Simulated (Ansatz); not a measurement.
The cluster P2S4⁺, relaxed as a doublet with UKS PBE0-D4/def2-SVP in Ansatz, starting from the GFN2-xTB geometry. Force threshold 0.02 eV/Å.

Another isomer (doublet) lies 1.00 eV lower at PBE0-D4/def2-TZVP; other spin states weren't run for this one.

Start:

Cartesian coordinates in Å:
```
P -0.119 -1.425 1.553
P -1.656 0.671 -1.118
S 1.663 0.261 -0.731
S 0.182 1.658 -1.117
S 1.512 -0.149 1.299
S -1.581 -1.016 0.114
```

(1) Estimate the energy that the relaxation releases and the steps that it takes.

(2) Does the start keep its bonding and symmetry?

(3) Predict the relaxed structure.

Answers

(1) 1.9 kJ/mol, in 12 steps; 31 s on 4 threads of Arm Neoverse V1 on a shared host. No frequencies were taken in this run, so the end may be a saddle point.

(2) By distances, no bond broke or formed. The bond that changes most is P2–S6, from 2.09 to 2.05 Å (atoms count from 1).

(3) 
```tsv
atom	x (Å)	y (Å)	z (Å)
P1	-0.042	-1.499	1.460
P2	-1.658	0.732	-0.994
S3	1.656	0.190	-0.723
S4	0.218	1.596	-1.193
S5	1.405	-0.017	1.365
S6	-1.579	-1.003	0.085
```
Bond lengths: 4 × P–S 2.05 to 2.12 Å; 2 × S–S 2.07 to 2.11 Å.
